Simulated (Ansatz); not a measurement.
This Ansatz (a program for electronic structure) input (MP2/cc-pwCVQZ) gives -438.15822 Eh with 313 basis functions. A basis named .json is the Basis Set Exchange file of that set (core-valence sets with the plain set on hydrogen).

Ansatz 0.2 input:
```yaml
crystal:
  periodic: [false, false, false]
  atoms:
    - {symbol: C, position_ang: [-0.04018470, 1.15654088, 0.00773656]}
    - {symbol: S, position_ang: [-0.05235919, -0.66642908, -0.00484680]}
    - {symbol: H, position_ang: [1.27920297, -0.84038919, 0.00081397]}
    - {symbol: H, position_ang: [-1.08380254, 1.46636619, 0.00449144]}
    - {symbol: H, position_ang: [0.43713012, 1.54268855, 0.90584820]}
    - {symbol: H, position_ang: [0.44632472, 1.55495443, -0.88002423]}
basis:
  gaussian:
    orbitals: cc-pwCVQZ.json
magnetization: {spin_polarized: false}
correlation: {method: mp2, electrons: outside_noble_gas}
```

Change:
```diff
- correlation: {method: mp2, electrons: outside_noble_gas}
+ correlation: {method: mp2, frozen_orbitals: {C: 0, H: 0, S: 1}}
```

Question: What does the run give now?

Answer: -438.52647 Eh (MP2/cc-pwCVQZ, 313 functions), a change of -368.25 mEh.
